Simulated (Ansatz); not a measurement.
# CH6BN (built from SMILES CBN): a reaction path by the nudged elastic band

Program: Ansatz 0.2.0, Gaussian basis. Level of theory: PBE0-D4/def2-SVP. These are calculated values, not measurements.

## 1. The starting structure

The first end: 9 atoms, charge 0, spin multiplicity 1.

Atoms are counted from 1 here; the program's logs count them from 0.

Bond lengths: B1–N2 1.392 Å, B1–C3 1.568 Å, B1–H5 1.202 Å, N2–H6 1.007 Å, N2–H7 1.005 Å, C3–H4 1.096 Å, C3–H8 1.096 Å, C3–H9 1.094 Å. Angles: N2–B1–C3 122.0°, N2–B1–H5 117.0°, C3–B1–H5 121.0°, B1–N2–H6 123.1°, B1–N2–H7 123.2°, H6–N2–H7 113.7°, B1–C3–H4 110.3°, B1–C3–H8 110.4°, B1–C3–H9 114.3°, H4–C3–H8 105.5°, H4–C3–H9 108.0°, H8–C3–H9 108.0°.

Coordinates:

```xyz
9
charge 0, multiplicity 1
B    -0.4885    0.2576    0.1972
N     0.4254    1.0538    0.8806
C    -0.0317   -0.9073   -0.7481
H    -0.4591   -1.8590   -0.4137
H    -1.6542    0.5012    0.3622
H     1.4221    0.9313    0.8099
H     0.1537    1.8048    1.4909
H    -0.4206   -0.7518   -1.7603
H     1.0529   -1.0308   -0.8186
```

The second end:

```csv
atom,x (Å),y (Å),z (Å)
B1,-0.54287,0.27076,-0.30195
N2,0.43495,0.50696,0.95085
C3,-0.24567,-0.86345,-1.10201
H4,1.13022,-0.23508,0.95233
H5,-1.38578,1.12193,-0.34946
H6,0.91821,1.40002,0.89813
H7,-0.06283,0.48279,1.83713
H8,-0.82756,-1.13558,-1.97669
H9,0.58144,-1.54845,-0.90834
```

## 2. The band at PBE0-D4/def2-SVP

Input file neb/in.yaml:

```yaml
crystal:
  periodic: [false, false, false]
  atoms:
    - {symbol: B, position_ang: [-0.488474, 0.257616, 0.197169]}
    - {symbol: N, position_ang: [0.425419, 1.053845, 0.880611]}
    - {symbol: C, position_ang: [-0.031698, -0.907285, -0.748063]}
    - {symbol: H, position_ang: [-0.459069, -1.859006, -0.413724]}
    - {symbol: H, position_ang: [-1.654207, 0.501211, 0.362155]}
    - {symbol: H, position_ang: [1.422125, 0.931288, 0.809894]}
    - {symbol: H, position_ang: [0.153701, 1.804804, 1.490907]}
    - {symbol: H, position_ang: [-0.420626, -0.751814, -1.760335]}
    - {symbol: H, position_ang: [1.052927, -1.030759, -0.818615]}
basis:
  gaussian: {orbitals: def2-SVP}
hamiltonian: {xc: pbe0, dispersion: d4}
neb:
  images: 5
  climbing: true
  max_iterations: 40
  initial_path: idpp
  final_atoms:
    - {symbol: B, position_ang: [-0.542873, 0.270755, -0.301955]}
    - {symbol: N, position_ang: [0.434950, 0.506963, 0.950848]}
    - {symbol: C, position_ang: [-0.245671, -0.863455, -1.102009]}
    - {symbol: H, position_ang: [1.130216, -0.235077, 0.952334]}
    - {symbol: H, position_ang: [-1.385782, 1.121932, -0.349462]}
    - {symbol: H, position_ang: [0.918212, 1.400016, 0.898132]}
    - {symbol: H, position_ang: [-0.062826, 0.482788, 1.837134]}
    - {symbol: H, position_ang: [-0.827562, -1.135576, -1.976686]}
    - {symbol: H, position_ang: [0.581437, -1.548447, -0.908335]}
```

Run with:

```bash
ansatz run in.yaml --threads 2 --pin off --events-out ev --progress --plain --max-ram 4352MiB
```

**Question.** How long does this run take on 2 threads of Arm Neoverse V1, shared host?

About 1.8 min.
